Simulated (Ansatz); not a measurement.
Input file for Ansatz (a first-principles code): R-PBE/def2-TZVPPD on CH4 (SMILES C). Files ending in .json are basis or fitting sets from the Basis Set Exchange.

Ansatz 0.2 input:
```yaml
crystal:
  periodic: [false, false, false]
  atoms:
    - {symbol: H, position_ang: [0.00000000, 0.08295411, 1.59016711]}
    - {symbol: C, position_ang: [0.00000000, 0.02871509, 2.67711785]}
    - {symbol: H, position_ang: [0.88825459, 0.52261990, 3.06664029]}
    - {symbol: H, position_ang: [-0.88825459, 0.52261990, 3.06664029]}
    - {symbol: H, position_ang: [0.00000000, -1.01394800, 2.98955227]}
basis:
  gaussian:
    orbitals: def2-TZVPPD.json
hamiltonian:
  xc: {name: PBE}
scf: {lower_state_search: off}
```

### Question
What total energy does the run end on?

### Answer
-40.4643 hartree.
